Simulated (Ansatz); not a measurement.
Cost and result for the atomization energy of `CO[C]=O` radical (7 atoms, 6 bonds).

```xyz
7

C     0.370   -0.007    0.650
O    -0.096   -0.935   -0.359
C    -0.730   -0.399   -1.367
O    -0.996    0.727   -1.608
H    -0.479    0.525    1.080
H     0.866   -0.615    1.401
H     1.065    0.704    0.203
```

Total charge 0; spin multiplicity 2. All single points use the PBE0-D4/def2-TZVP geometry. It is one conformer, not always the lowest. Program: Ansatz. All runs use 2 threads of a server CPU on a shared host. Times are those of one run each, without the atoms' runs, and a repeat can differ threefold. Electronic energies, without spin–orbit coupling; frozen cores. CCSD(T)/CBS adds CCSD(T) − MP2 in def2-TZVPP to the MP2 limit, and its time is that of the two runs behind it. T1 = 0.020; ⟨S²⟩ of the reference is 0.76. B3LYP takes the VWN-RPA correlation (the form of Gaussian; ORCA's B3LYP/G). HSE06 is the plane-wave form, built on full-range PBE exchange.

CCSD(T)/CBS is a level of theory with its own doubt, some kJ/mol a heavy atom from the limit and from the frozen cores, so smaller differences don't rank the functionals.

```json
{"level": "BLYP-D4/def2-TZVPP", "functions": "166", "wall time": "3.8 s"}
{"level": "revPBE-D4/def2-TZVPP", "functions": "166", "wall time": "4.5 s"}
{"level": "PBE0-D4/def2-TZVPP", "functions": "166", "wall time": "6 s"}
{"level": "HSE06-D4/def2-TZVPP", "functions": "166", "wall time": "6 s"}
{"level": "B3LYP-D4/def2-TZVPP (with forces)", "functions": "166", "wall time": "7 s"}
{"level": "B2PLYP/def2-TZVPP", "functions": "166", "wall time": "9 s"}
{"level": "PBE-QIDH/def2-TZVPP", "functions": "166", "wall time": "9.5 s"}
{"level": "r2SCANh-D4/def2-TZVPP", "functions": "166", "wall time": "11 s"}
{"level": "CCSD(T)/def2-SVP", "functions": "71", "wall time": "12 s"}
{"level": "B97M-V/def2-TZVPP", "functions": "166", "wall time": "18 s"}
{"level": "MP2/def2-QZVPP", "functions": "318", "wall time": "31 s"}
{"level": "CCSD(T)/def2-TZVPP", "functions": "166", "wall time": "4.3 min"}
{"level": "CCSD(T)/CBS(def2)", "functions": "–", "wall time": "4.8 min"}
```

(1) What atomization energy does each give, and how far from CCSD(T)/CBS? (Best estimate.)

Answers

(1) Ansatz gave: 
```csv
level,atomization (kJ/mol),difference from CCSD(T)/CBS,per bond
BLYP-D4/def2-TZVPP,2892.4,53.1,8.9
revPBE-D4/def2-TZVPP,2884.9,45.6,7.6
PBE0-D4/def2-TZVPP,2869.4,30.1,5.0
HSE06-D4/def2-TZVPP,2872.8,33.5,5.6
B3LYP-D4/def2-TZVPP (with forces),2853.6,14.3,2.4
B2PLYP/def2-TZVPP,2829.4,-9.9,-1.6
PBE-QIDH/def2-TZVPP,2824.3,-15.0,-2.5
r2SCANh-D4/def2-TZVPP,2843.7,4.4,0.7
CCSD(T)/def2-SVP,2706.7,-132.6,-22.1
B97M-V/def2-TZVPP,2850.0,10.7,1.8
MP2/def2-QZVPP,2897.1,57.8,9.6
CCSD(T)/def2-TZVPP,2760.6,-78.7,-13.1
CCSD(T)/CBS(def2),2839.3,0.0,0.0
```

In def2-TZVPP, CCSD(T) changes the Hartree–Fock value by +824.3 kJ/mol (the triples alone add +62.4 kJ/mol) and MP2 by +914.3 kJ/mol; breaking electron pairs costs correlation energy, which Hartree–Fock lacks. From PBE to PBE0 (25 % exact exchange), in def2-TZVPP and without D4, the atomization energy moves by −110.2 kJ/mol: exact exchange takes away binding that semilocal exchange gives to molecules. The D4 term adds +14.1 kJ/mol with B3LYP and +7.2 kJ/mol with PBE0; it sums over pairs of atoms, weighted by their polarisabilities, and B3LYP, whose exchange is more repulsive, gets the larger term.
